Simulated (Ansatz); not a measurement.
How the bulk modulus of SnS (Pnma, No. 62) moves with the method

No measured value is used here.

Put these levels in order of the bulk modulus that they give for SnS (Pnma, No. 62), smallest first: PBE-D3(BJ) (Ansatz, a first-principles code), PBEsol (Ansatz), rVV10 (Ansatz), revPBE (Ansatz).

revPBE (10.2 GPa), rVV10 (30.5 GPa), PBE-D3(BJ) (35.7 GPa), PBEsol (37.6 GPa)

Unless a cell is named, each level is at its own relaxed cell (PBEsol 23.40, revPBE 27.43, PBE-D3(BJ) 23.75, rVV10 25.89 Å³/atom).

rVV10, PBEsol, PBE-D3(BJ), revPBE: the relaxation could not lower the start's symmetry, so the cell can be a saddle point above a distorted one. PBEsol, revPBE: the cell comes from a level without a dispersion term, which matters for the spacing of layers, chains or molecules. revPBE: for a layered or molecular solid the relaxed cell lies over 5 % above the published volume, where the minimum can be shallow. Each level is taken at its own relaxed cell. Ansatz's density-functional and Hartree–Fock values are scalar-relativistic unless marked +SOC, with PAW data made under PBE.
